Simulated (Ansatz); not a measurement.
bcc W, treated with PBE+SOC (Ansatz, a first-principles code, plane waves, PAW).

Run with plane-wave cutoff 520 eV, 20×20×20 k mesh, Fermi–Dirac smearing 0.1 eV, perturbation theory, PAW data made under PBE.

Computed at the level's own relaxed cell.

Harmonic phonon frequencies (cm⁻¹; i marks an imaginary mode):

```csv
q point,frequencies
H,(withheld)
N,(withheld)
P,176 176 176
```

Question: What belongs in the gaps?

Answer: 
- H, frequencies: 175 175 175
- N, frequencies: 133 142 214

No imaginary mode appears at these points.
